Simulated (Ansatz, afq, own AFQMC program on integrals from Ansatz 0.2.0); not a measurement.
## Where AFQMC and coupled cluster stand for BGe, quartet

```xyz
2

Ge    0.0000    0.0000    0.0000
B     0.0000    0.0000    1.7550
```

Basis cc-pVDZ. Only valence electrons are correlated. AFQMC by an in-house program on the Cholesky factors that Ansatz 0.2.0 writes for its CCSD(T) run. The CISD trial takes its coefficients from CCSD amplitudes. Released means that phaseless walkers are propagated on without the constraint, phases kept. ± is one standard error of the sampling. No spin–orbit coupling.

Determinant: UHF, the one that the program's search chose, which needn't be the lowest solution. The geometry is a point of a scan.

Full CI on the same integrals is exact in this basis and with this determinant's frozen core.

Cautions: no relativity below Rb; no spin-orbit coupling; inner d shell frozen; lower spins were not checked; raised T1 diagnostic (T1 0.042, weight of the determinant 0.88, largest double 0.07).

* T1 diagnostic: 0.0425
* weight of the determinant in the CISD state: 0.875
* ⟨S²⟩ of the determinant: 3.755
* size of the correlated space: 7 electrons in 26 orbitals

Estimate: order these by the size of their error in total energy against full CI, smallest first.
A. CCSD
B. CCSD(T)
C. CCSDT(Q)
D. AFQMC with the constraint released

C (0.03 mEh), D (0.33 ± 0.06 mEh), B (2.00 mEh), A (7.57 mEh).

Reference: full CI, correlation energy -3.632 eV. The released energy is read at 2.40 1/Eh (meV from the phaseless value at times in 1/Eh: -5 ± 3 at 0.24, -8 ± 3 at 0.51, -13.0 ± 2.0 at 0.99, -16.7 ± 1.8 at 1.62, -17.2 ± 1.7 at 2.40).

A walk keeps the symmetry of its determinant, which the program's search chose and which needn't be the lowest solution, so a lower state of the same spin and another symmetry isn't excluded. Released energies are given only where the last usable release times agree within the noise; a slower fall can still hide under it.
